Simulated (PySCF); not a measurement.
methanidylidynesulfanium (CS), SMILES [C-]#[S+]. The structure is a stationary point at PBE0-D3(BJ)/def2-TZVPD.

Computed with PBE0-D3(BJ)/def2-TZVPD in PySCF.

Harmonic wavenumbers (cm⁻¹): 1332. Rotational constants (GHz): 24.73 (linear); symmetry number 1.

Q: Work out the zero-point energy and the ideal-gas rigid-rotor harmonic-oscillator thermochemistry at 298.15 K and 1 atm.

A: ZPE = ½ Σ hcν = ½ × 1332 cm⁻¹ = 7.96 kJ/mol. H − E(el) = 16.67 kJ/mol. Entropy in J/(mol K): translation 155.96, rotation 54.26, vibration 0.10, total 210.32. G − E(el) = -46.04 kJ/mol. Cp = 29.66 J/(mol K).
